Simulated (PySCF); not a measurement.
# Working out the ionisation energy of Ar

Ar [Ar] (1S) → Ar+ [Ne] 3s2 3p5 (2P). Calculation: PySCF 2.14, in def2-SVP (4s3p1d, 18 functions); no relativity, point nucleus. Frozen: [Ne]. Energies in hartree (1 hartree = 27.21139 eV):

```json
{"part": "UHF", "Ar (lower)": "-526.623385", "Ar+ (upper)": "-526.086378"}
{"part": "CCSD correlation", "Ar (lower)": "-0.152397", "Ar+ (upper)": "-0.130608"}
{"part": "(T)", "Ar (lower)": "-0.000715", "Ar+ (upper)": "-0.000886"}
```

Problem. What does Hartree-Fock give?

Solution. (-526.086378) − (-526.623385) = 0.537007 hartree = 14.613 eV.

Problem. What do CCSD and CCSD(T) give?

Solution. The CCSD correlation energies differ by 0.021789 hartree = 0.593 eV and the triples by -0.000171 hartree = -0.005 eV, so CCSD gives 15.206 eV and CCSD(T) 15.201 eV.

Measured between the centres of the two terms (NIST): 15.819 eV, so CCSD(T) (valence) is off by -0.618 eV.

A double-zeta basis recovers only part of the correlation energy.

What remains against the reference includes basis incompleteness, the frozen core and higher excitations.
